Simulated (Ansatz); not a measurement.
Geometry optimisation, RKS r2SCAN-D4/def2-SVP in Ansatz 0.2.0.

Input file:

```yaml
crystal:
  periodic: [false, false, false]
  atoms:
    - { symbol: C, position_ang: [-0.6272, 0.2477, 1.7896] }
    - { symbol: C, position_ang: [-0.3274, 0.0121, 0.662] }
    - { symbol: C, position_ang: [0.0638, -0.3161, -0.6837] }
    - { symbol: O, position_ang: [-0.2355, -1.2801, -1.2845] }
    - { symbol: O, position_ang: [0.9883, 0.5364, -1.2128] }
    - { symbol: H, position_ang: [-0.9885, 0.5536, 2.7647] }
    - { symbol: H, position_ang: [1.12516, 1.20447, -0.53704] }
basis:
  gaussian: { orbitals: def2-SVP }
hamiltonian:
  xc: r2scan
  dispersion: d4
relax:
  f_tol: 0.015
  max_steps: 40
output:
  orbitals: {}
```

Command:

```bash
$ ansatz run input.yaml --threads 2 --pin off --max-ram 3072MiB --backend cpu --events-out ev --progress --plain --runs-dir out
```

Q: Where does it end, and by what steps?

A: It converged. After 7 steps the energy has fallen by 0.148 eV; H7 moved furthest, 0.09 Å.

```
step  energy less start (eV)  largest force component (eV/Å)  accepted
   0                  0.0000                           2.881       yes
   1                  0.2557                           3.528        no
   2                 -0.1399                           0.312       yes
   3                 -0.1425                           0.174       yes
   4                 -0.1451                           0.258       yes
   5                 -0.1466                           0.242       yes
   6                 -0.1476                           0.039       yes
   7                 -0.1476                           0.004       yes
```

```xyz
7
Properties=species:S:1:pos:R:3
C -0.676 0.280 1.802
C -0.308 0.019 0.673
C 0.109 -0.328 -0.680
O -0.283 -1.296 -1.273
O 0.987 0.537 -1.229
H -1.009 0.500 2.801
H 1.179 1.247 -0.597
```

Whether the end is a true minimum wasn't checked by a vibrational analysis.

Time of the run: 8.4 s on 2 threads of Intel(R) Xeon(R) 6975P-C (Granite Rapids) (shared host), peak memory 0.18 GiB.
